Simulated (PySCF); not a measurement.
## Worked example: H₂Si–N⁺, quintet against H₂Si–N, quartet

Geometry (PBE0/def2-TZVP stationary point of a quartet), kept for both states (H2Si–N, quartet: B2; H2Si–N⁺, quintet: B2):

```xyz
4

Si    0.0000    0.0000    0.5558
N     0.0000    0.0000   -1.2927
H     0.0000    1.3020    1.2391
H     0.0000   -1.3020    1.2391
```

Basis 6-31G; PySCF 2.14.0. Only valence electrons are correlated (noble-gas cores frozen). R marks a restricted (for open shells ROHF) determinant, U an unrestricted one.

Full CI isn't at hand for all of this; RCCSDT serves as the reference. It lacks quadruple excitations, which often exceed the step from CCSD(T) to CCSDT. The frozen core follows each run's orbitals, which can shift R against U totals by a few meV.

| level | E(H2Si–N, quartet) (hartree) | E(H2Si–N⁺, quintet) (hartree) |
| --- | --- | --- |
| UHF | -344.338186 | -343.991626 |
| UMP2 | -344.432934 | -344.058938 |
| UCCSD(T) | -344.462651 | -344.087422 |
| PBE | -344.966829 | -344.556813 |
| PBE0 | -344.998964 | -344.590341 |
| RCCSDT | -344.463270 | -344.087923 |

Give the vertical gap, H2Si–N⁺ quintet less H2Si–N quartet, at each level in eV (1 hartree = 27.2114 eV), and each error against RCCSDT.

RCCSDT: (-344.087923 − (-344.463270)) × 27.2114 = 10.214 eV (the reference)
PBE0: (-344.590341 − (-344.998964)) × 27.2114 = 11.119 eV, error 0.905 eV
PBE: (-344.556813 − (-344.966829)) × 27.2114 = 11.157 eV, error 0.943 eV
UCCSD(T): (-344.087422 − (-344.462651)) × 27.2114 = 10.211 eV, error -0.003 eV
UMP2: (-344.058938 − (-344.432934)) × 27.2114 = 10.177 eV, error -0.037 eV
UHF: (-343.991626 − (-344.338186)) × 27.2114 = 9.430 eV, error -0.784 eV

Total energies of functionals can't be set beside those of wave-function methods, since they hold the core's correlation and their own absolute errors; only the differences compare.

The set has no polarisation functions, so the order and spacing of states can differ from the basis-set limit.

In so small a basis the reference is far from its limit while semilocal and hybrid functionals are nearer theirs, so the functionals' errors here hold much of the reference's basis and frozen-core error, which can add to them or hide them.

Each level lands on the state that its own search finds. T1 diagnostics of restricted CCSD: 0.019 and 0.021.
